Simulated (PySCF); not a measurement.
Point-charge models of formaldehyde (`C=O`) against its computed dipole.

Coordinates (GFN2-xTB, Å) and charges (e) from the PBE0/pcSseg-1 density (PySCF):

```json
{"atom": "C1", "x": "0.003", "y": "0.001", "z": "-0.006", "Mulliken": "+0.1595", "IAO": "+0.1365", "Hirshfeld": "+0.1092", "ESP-fitted": "+0.4042"}
{"atom": "O2", "x": "1.177", "y": "-0.209", "z": "-0.015", "Mulliken": "-0.3325", "IAO": "-0.3485", "Hirshfeld": "-0.2069", "ESP-fitted": "-0.4141"}
{"atom": "H3", "x": "-0.748", "y": "-0.806", "z": "0.004", "Mulliken": "+0.0865", "IAO": "+0.1060", "Hirshfeld": "+0.0489", "ESP-fitted": "+0.0051"}
{"atom": "H4", "x": "-0.421", "y": "1.019", "z": "-0.006", "Mulliken": "+0.0865", "IAO": "+0.1060", "Hirshfeld": "+0.0489", "ESP-fitted": "+0.0048"}
```

Task: Form Σ q r in debye for every column and set it beside the full dipole.

Result: The full density gives (-2.35, 0.42, 0.02) D, 2.39 D in size; dipole vectors point from the negative to the positive end.

```
    scheme     μx    μy    μz  size (D)  share of the full size (%)  angle to the full dipole (°)
  Mulliken  -2.36  0.42  0.02      2.40                         101                             0
       IAO  -2.56  0.46  0.02      2.60                         109                             0
 Hirshfeld  -1.44  0.26  0.01      1.47                          61                             0
ESP-fitted  -2.36  0.42  0.02      2.40                         101                             0
```

Task: Which set comes closest?

Result: Length of the difference vector: ESP-fitted 0.01 D, Mulliken 0.01 D, IAO 0.22 D, Hirshfeld 0.92 D. Closest: ESP-fitted and Mulliken. The schemes that divide the density aren't constrained to reproduce the dipole.

Task: What is left for the Hirshfeld atoms' own dipoles?

Result: The Hirshfeld atoms' densities add up to the full density, so μ = Σ q r + Σ (atomic dipoles). The atomic dipoles sum to (-2.35, 0.42, 0.02) − (-1.44, 0.26, 0.01) = (-0.91, 0.16, 0.01) D, 0.92 D in size.

Task: With the origin at the mean of the coordinates, (0.003, 0.001, -0.006) Å, which are the largest single terms, by size, of the Hirshfeld dipole along the direction of the full one?

Result: O2 +1.19, H3 +0.14, H4 +0.14, C1 0.00 D; all 4 atoms together +1.47 D. The single terms depend on the origin, their sum doesn't.

Task: Give the size of the full dipole in other units.

Result: 2.39 D = 0.939 au = 0.497 e·Å = 7.96 × 10⁻³⁰ C·m.

Isolated species at its GFN2-xTB geometry, gas phase.
